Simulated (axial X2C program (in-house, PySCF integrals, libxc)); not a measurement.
**NaCl: cheaper levels and CCSD(T), two-component**

Computed with an axial X2C code built on PySCF integrals. Two-component (2c) means X2C with spin–orbit coupling and atomic mean-field two-electron Coulomb and Gaunt terms. Basis: Cl dyall-av3z [9s8p3d2f], Na dyall-cv3z [9s8p5d2f] (cores contracted in-house); Gaussian nuclei, density fitting, unrestricted open shells. Masses: Cl 34.969 u, Na 22.990 u.

State: Ω = 0 (closed shell); fragments Cl + Na.

| level | Re (Å) | ωe (cm⁻¹) | De (eV) |
| --- | --- | --- | --- |
| PBE0 | 2.364 | 362.0 | 4.04 |
| HF | 2.389 | 358.5 | 2.96 |
| MP2 | 2.398 | 350.9 | 4.22 |
| CCSD | 2.394 | 352.8 | 4.02 |
| B97-3 | 2.375 | 358.4 | 4.19 |

Correlated methods: 8 electrons correlated (number of frozen shells: Cl 2 s, 1 p; Na 2 s, 1 p), 218 virtual spin orbitals or spinors in MP2, 84 natural virtuals in coupled cluster.

CCSD(T), same Hamiltonian and basis:

Re = 2.397 Å, ωe = 350.7 cm⁻¹, De = 4.11 eV; T1 = 0.004 (Lee–Taylor normalisation).

(1) Give the differences from CCSD(T) in the columns below.

The state is a single determinant with fixed occupations, the lowest that a limited PBE0 search found. Closed shells are restricted here (equal orbitals for both partners); the stretched side of such a curve lies too high. Dissociation energies refer to the lowest single-determinant-based atoms at the same level and basis. Coupled cluster ran in a truncated set of natural virtual spinors; the MP2 energy of the rest was added. (T) has no such correction and the atoms are truncated less, which lowers De at CCSD(T) by a hundredth of an eV or more. In 2c an atomic determinant is not the ground J level, so De misses part of the atomic spin–orbit lowering. This holds for PBE0. Without a current term, density functionals place determinants with orbital angular momentum somewhat too high.

## Answers

(1) 

| level | ΔRe (Å) | Δωe (cm⁻¹) | ΔDe (eV) |
| --- | --- | --- | --- |
| PBE0 | -0.033 | 11 | -0.07 |
| HF | -0.008 | 8 | -1.15 |
| MP2 | 0.001 | 0 | 0.11 |
| CCSD | -0.003 | 2 | -0.09 |
| B97-3 | -0.022 | 8 | 0.08 |
